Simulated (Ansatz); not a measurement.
```xyz
2

O    -0.0253   -0.0427   -0.5432
O     0.0352   -0.0282    0.5708
```

UHF-MP2 on doublet O₂(+) was run in several spherical basis sets with Ansatz (development build ahead of 0.2.0). Frozen core: 2 orbitals. Caution for UHF-MP2: MP2 on this radical cation hangs on the determinant chosen; the unrestricted determinant is spin contaminated.

(1) Rank the basis sets by the total energy that they give, lowest first, with the distance from the lowest.
A. aug-cc-pVDZ
B. 6-31G
C. STO-3G

Results:

(1) A (0.00 eV), B (6.64 eV), C (59.69 eV).

Totals follow the description of the cores as much as that of the bonds, so this order isn't one of quality for chemistry.
